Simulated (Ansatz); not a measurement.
Breaking a bond: Na₂, singlet.

Level of theory: Ansatz (an electronic-structure program) with full CI/aug-cc-pVTZ, frozen core.

Q: Relative to R = 3.19 Å, what are the energies at R = 3.57, 4.66, 5.01, 6.23 Å?

A: 0.058 eV at 3.57 Å, 0.417 eV at 4.66 Å, 0.508 eV at 5.01 Å, 0.669 eV at 6.23 Å.
